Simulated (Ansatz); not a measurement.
The cluster Li2H2⁻. Total charge -1; doublet. Geometry PBE-D4/def2-TZVP, that of the neutral singlet; atoms count from 1.

| atom | x (Å) | y (Å) | z (Å) |
| --- | --- | --- | --- |
| Li1 | -0.9589 | 0.3399 | 0.5167 |
| Li2 | 0.9602 | -0.3498 | -0.5076 |
| H3 | -0.7045 | -0.8035 | -0.7787 |
| H4 | 0.7033 | 0.8134 | 0.7696 |

The highest occupied level of the charge -1 doublet lies above zero (up to 0.93 eV). Energy differences put its binding near zero (0.04 eV; vertical, against the charge 0 singlet, at PBE0-D4/def2-TZVPD), which leaves it undecided. The structure comes from a short search, and lower isomers may exist.

(1) Estimate the Mulliken populations from the PBE0/def2-TZVPD orbitals of Ansatz.

(2) Where does the spin sit?

(3) And the Mayer bond orders between heavy atoms (over 0.3)?

## Answers

(1) 
| atom | charge (e) | spin (α − β) |
| --- | --- | --- |
| Li1 | 0.22 | 0.49 |
| Li2 | 0.22 | 0.49 |
| H3 | -0.72 | 0.01 |
| H4 | -0.72 | 0.01 |
Mulliken values depend strongly on the basis. With diffuse functions, as here, like atoms can get unlike values, and bond orders can come out too low or too high.

(2) Summed by element: Li 0.99, H 0.01, of 1 unpaired in all. Largest on single atoms: Li2 0.49, Li1 0.49, H3 0.01.

(3) Li1–Li2 0.56 (2.28 Å).
